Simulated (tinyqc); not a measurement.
Worked calculation: coupled-perturbed Hartree-Fock on RHF in the sto-3g basis, for H2O, spin multiplicity 1. One step of it, computed by the program tinyqc.

Question. Iteration 8 (converged): orbitals. Diagonalise F' = X^T F X, C = X C', fill 5 alpha and 5 beta electrons from the bottom; D = 2 C_occ C_occ^T. Each column has its largest component positive (the first on a tie).

converged F (hartree), order 1O 1s, 1O 2s, 1O 2px, 1O 2py, 1O 2pz, 2H 1s, 3H 1s:
```
[[-20.230107, -5.163522, 0.000000, 0.000000, -0.030392, -1.285675, -1.285675],
 [-5.163522, -2.457367, 0.000000, 0.000000, -0.141939, -1.080056, -1.080056],
 [0.000000, 0.000000, -0.394036, 0.000000, 0.000000, 0.000000, 0.000000],
 [0.000000, 0.000000, 0.000000, -0.342370, 0.000000, -0.402002, 0.402002],
 [-0.030392, -0.141939, 0.000000, 0.000000, -0.372311, -0.380334, -0.380334],
 [-1.285675, -1.080056, 0.000000, -0.402002, -0.380334, -0.622965, -0.436335],
 [-1.285675, -1.080056, 0.000000, 0.402002, -0.380334, -0.436335, -0.622965]]
```

X, order 1O 1s, 1O 2s, 1O 2px, 1O 2py, 1O 2pz, 2H 1s, 3H 1s:
```
[[-0.297087, 0.000000, 0.763851, 0.000000, -0.615293, 0.000000, 0.145354],
 [1.229692, 0.000000, -0.296893, 0.000000, -0.296895, 0.000000, 0.414662],
 [0.000000, 0.000000, 0.000000, 1.000000, 0.000000, 0.000000, 0.000000],
 [0.000000, 0.950307, 0.000000, 0.000000, 0.000000, 0.694935, 0.000000],
 [0.565170, 0.000000, 0.643298, 0.000000, 0.648643, 0.000000, 0.190379],
 [-0.770884, -0.904713, -0.148170, 0.000000, 0.119538, 0.364979, 0.372507],
 [-0.770884, 0.904713, -0.148170, 0.000000, 0.119538, -0.364979, 0.372507]]
```

Give: F' = X^T F X; orbital energies; coefficients C; D after iteration 8.

Answer.

F' = X^T F X (hartree):
```
[[0.2867, 0.0000, 1.4503, 0.0000, -0.9749, 0.0000, 0.0600],
 [0.0000, 0.7678, 0.0000, 0.0000, 0.0000, 0.1238, 0.0000],
 [1.4503, 0.0000, -9.3175, 0.0000, 8.9798, 0.0000, -3.7875],
 [0.0000, 0.0000, 0.0000, -0.3940, 0.0000, 0.0000, 0.0000],
 [-0.9749, 0.0000, 8.9798, 0.0000, -9.4563, 0.0000, 3.9577],
 [0.0000, 0.1238, 0.0000, 0.0000, 0.0000, -0.6229, 0.0000],
 [0.0600, 0.0000, -3.7875, 0.0000, 3.9577, 0.0000, -2.8576]]
```

orbital energies (hartree): [-20.2391, -1.2858, -0.6338, -0.4580, -0.3940, 0.6381, 0.7787]

coefficients C, order 1O 1s, 1O 2s, 1O 2px, 1O 2py, 1O 2pz, 2H 1s, 3H 1s:
```
[[0.9941, -0.2316, 0.0000, 0.1050, 0.0000, -0.1365, 0.0000],
 [0.0273, 0.8221, 0.0000, -0.5477, 0.0000, 0.9401, 0.0000],
 [0.0000, 0.0000, 0.0000, 0.0000, 1.0000, 0.0000, 0.0000],
 [0.0000, 0.0000, 0.6086, 0.0000, 0.0000, 0.0000, 1.0078],
 [0.0047, 0.1413, 0.0000, 0.7822, 0.0000, 0.7472, 0.0000],
 [-0.0063, 0.1604, 0.4431, 0.2656, 0.0000, -0.8203, -0.8691],
 [-0.0063, 0.1604, -0.4431, 0.2656, 0.0000, -0.8203, 0.8691]]
```

D after iteration 8, order 1O 1s, 1O 2s, 1O 2px, 1O 2py, 1O 2pz, 2H 1s, 3H 1s:
```
[[2.1056, -0.4416, 0.0000, 0.0000, 0.1081, -0.0311, -0.0311],
 [-0.4416, 1.9532, 0.0000, 0.0000, -0.6242, -0.0276, -0.0276],
 [0.0000, 0.0000, 2.0000, 0.0000, 0.0000, 0.0000, 0.0000],
 [0.0000, 0.0000, 0.0000, 0.7409, 0.0000, 0.5394, -0.5394],
 [0.1081, -0.6242, 0.0000, 0.0000, 1.2638, 0.4609, 0.4609],
 [-0.0311, -0.0276, 0.0000, 0.5394, 0.4609, 0.5854, -0.2001],
 [-0.0311, -0.0276, 0.0000, -0.5394, 0.4609, -0.2001, 0.5854]]
```
